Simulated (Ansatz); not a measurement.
CHO₂ (charge -1), SMILES O=C[O-], a composite energy at a relaxed geometry

Computed with Ansatz 0.2.0, Python API.

The script, `run_composite.py`:
```python
# -*- coding: utf-8 -*-
"""A composite energy for CHO2(-): DFT geometry, MP2 basis limit, coupled-cluster correction."""

import itertools
import warnings

import ansatz as az
from ase.data import atomic_numbers, covalent_radii
import numpy as np

warnings.simplefilter("ignore", az.DeckWarning)

geometry_ang = [
    ("O", [-1.0326, -0.7394, 0.0033]),
    ("C", [0.0043, -0.0241, -0.0001]),
    ("O", [1.2245, -0.3371, -0.0065]),
    ("H", [-0.1962, 1.1006, 0.0033]),
]
mol = az.Crystal.molecule()
for symbol, xyz in geometry_ang:
    mol = mol.atom(symbol, xyz)

calculation = (
    mol.calculation()
    .basis(gaussian="def2-SVP")
    .functional("B3LYP")
    .charge(-1)
)
symbols = [site.symbol for site in mol.cartesian_sites]
start = np.array([site.position_ang for site in mol.cartesian_sites], dtype=float)
r = calculation.relax(force_tolerance=0.01).run().report
end = np.array(r["positions_ang"])
# pairs closer than 1.2 times the sum of covalent radii, before or after
radius = [covalent_radii[atomic_numbers[s]] for s in symbols]
span = lambda where, i, j: np.linalg.norm(where[i] - where[j])
bonded = [(i, j) for i, j in itertools.combinations(range(len(symbols)), 2) if min(span(start, i, j), span(end, i, j)) < 1.2 * (radius[i] + radius[j])]
print("pair        before    after (A)")
for i, j in bonded:
    print(f"{symbols[i]}{i}-{symbols[j]}{j}".ljust(10), f"{span(start, i, j):8.4f} {span(end, i, j):8.4f}")
for first, second in list(itertools.combinations(bonded, 2)):
    shared = set(first) & set(second)
    if shared and symbols[(j := shared.pop())] != "H":
        i, k = sorted((set(first) | set(second)) - {j})
        u, v = end[i] - end[j], end[k] - end[j]
        angle = np.degrees(np.arccos(np.clip(u @ v / np.linalg.norm(u) / np.linalg.norm(v), -1, 1)))
        print(f"final angle {symbols[i]}{i}-{symbols[j]}{j}-{symbols[k]}{k}: {angle:.2f} deg")

minimum = az.Crystal.molecule()
for symbol, place in zip(symbols, end):
    minimum = minimum.atom(symbol, place.tolist())
at_minimum = minimum.calculation().charge(-1)
# MP2 extrapolated to the basis limit, plus the small-basis difference CCSD(T) - MP2
level = lambda method, basis: at_minimum.basis(gaussian=basis).correlation(method).run().report
small, large, cluster = level("mp2", "cc-pVDZ"), level("mp2", "cc-pVTZ"), level("ccsd_t", "cc-pVDZ")
corr = lambda each: (each["free_energy_ev"] - each["reference_energy_ev"]) / 27.211386246
mp2_limit = (27 * corr(large) - 8 * corr(small)) / 19
pieces = {"HF / cc-pVTZ": large["reference_energy_ev"] / 27.211386246, "MP2 correlation, DZ-TZ limit": mp2_limit, "CCSD(T) - MP2 / cc-pVDZ": corr(cluster) - corr(small)}
for name, value in pieces.items():
    print(f"{name:32s} {value:14.6f} Ha")
print(f"{'sum':32s} {sum(pieces.values()):14.6f} Ha")
print("T1 diagnostic", round(cluster["correlation"]["coupled_cluster"]["t1_diagnostic"], 4))
```

```console
$ python run_composite.py
pair        before    after (A)
O0-C1        1.2597   1.2465
C1-O2        1.2597   1.2465
C1-H3        1.1424   1.1709
final angle O0-C1-O2: 131.34 deg
final angle O0-C1-H3: 114.33 deg
final angle O2-C1-H3: 114.33 deg
HF / cc-pVTZ                        -188.262565 Ha
MP2 correlation, DZ-TZ limit          -0.695293 Ha
CCSD(T) - MP2 / cc-pVDZ               -0.023479 Ha
sum                                 -188.981338 Ha
T1 diagnostic 0.0191
```

Notes:
- Total energies depend on the basis set; only differences at equal settings carry meaning.
- The sum leaves out core correlation, relativity, the Hartree-Fock basis error and zero-point energy; a DZ-TZ extrapolation is rough.
- b3lyp holds the VWN-RPA fit, as in Gaussian; the form of ORCA and Turbomole is b3lyp5.
- Inner cores stay frozen, so this is valence correlation.
- An extrapolation from small basis sets is rough.
- Anions want diffuse functions, which this basis lacks.
- Run time: 11 s on 1 thread of Arm Neoverse N1, on a shared host, peak memory 0.2 GiB.
